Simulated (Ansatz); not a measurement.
1T (CdI2-type) CdI2 was calculated with PBE (plane waves, PAW; Ansatz, a program for electronic structure).

Run with plane-wave cutoff 520 eV, 12×12×6 k mesh (along the axes of the cell as run), scalar-relativistic PAW data made under PBE.

Cell (relaxed at this level):

```xyz
3
Lattice="4.3297 0.0000 0.0000 -2.1649 3.7496 0.0000 0.0000 0.0000 7.7921" Properties=species:S:1:pos:R:3 pbc="T T T"
Cd     0.0000     0.0000     0.0000
I      0.0000     2.4998     1.7189
I      2.1649     1.2499     6.0733
```

Problem. Predict the elastic constant C33, Young modulus, elastic constant C44, elastic constant C13, elastic constant C11, elastic constant C12 and elastic constant C66.

Solution. 
elastic constant C33: 1.84 GPa
Young modulus: 7.6 GPa
elastic constant C44: 0.34 GPa
elastic constant C13: 0.69 GPa
elastic constant C11: 30.1 GPa
elastic constant C12: 11.7 GPa
elastic constant C66: 9.23 GPa

Note: the cell comes from a level without a dispersion term, which matters for the spacing of layers, chains or molecules; the cell has widely spaced layers and the level no dispersion term, so their spacing and the moduli can rest on weak binding.

Elastic constants are with the ions relaxed.

Spin–orbit coupling is not included.

Computed values are for the static lattice.

The result took around 30 core-minutes (rough).
